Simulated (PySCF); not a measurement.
## Worked example: correlation energy of CO, singlet

Geometry: MP2(full)/6-31G*, from the G2/97 set.

```xyz
2

O     0.0000    0.0000    0.0000
C     0.0000    0.0000    1.1503
```

Basis cc-pVTZ; PySCF 2.14.0. Only valence electrons are correlated (noble-gas cores frozen), which leaves 10 electrons in 58 orbitals. R marks a restricted (for open shells ROHF) determinant.

Full CI isn't at hand for all of this; RCCSDT(Q) serves as the reference, and is uncertain by about the last step of the cluster series.

| level | total energy (hartree) |
| --- | --- |
| RHF | -112.776630 |
| RMP2 | -113.135367 |
| RCCSD | -113.137533 |
| RCCSD(T) | -113.155134 |
| RCCSDT | -113.155261 |
| RCCSDT(Q) | -113.156460 |

Q: What is the correlation energy at RCCSDT(Q), and what share of it do RMP2 and RCCSD recover?

A: E(corr) = -113.156460 − (-112.776630) = -0.379830 hartree = -10.336 eV. RMP2: -0.358737 / -0.379830 = 94.45 %. RCCSD: -0.360903 / -0.379830 = 95.02 %.

Q: By how many kcal/mol does RCCSD(T) miss RCCSDT(Q) (1 hartree = 627.509 kcal/mol), and which steps make up the rest?

A: -113.155134 − (-113.156460) = 0.001326 hartree = 0.83 kcal/mol. Steps: RCCSDT − RCCSD(T) = -0.08, RCCSDT(Q) − RCCSDT = -0.75 kcal/mol. Differences between like states or geometries often cancel part of this.
